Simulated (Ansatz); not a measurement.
Z-matrix (Å, degrees):
```
C
H 1 1.0790
H 1 1.0790 2 120.00
H 1 1.0790 2 120.00 3 -179.95
```
Charge 0, spin multiplicity 2.

All values below come from Ansatz (a program for electronic structure) with frozen-core CCSD(T)/cc-pVTZ // B3LYP-D3(BJ)/def2-TZVP.

- HF energy = -39.57747 Ha
- MP2 correlation energy = -0.15817 Ha

Problem. Estimate the CCSD correlation energy, the (T) correction, the total energy and the T1 diagnostic.

Solution. 
```yaml
CCSD correlation energy: -0.17878 Ha
"(T) correction": -0.00472 Ha
CCSD(T) total energy: -39.76098 Ha
T1 diagnostic: 0.008
```
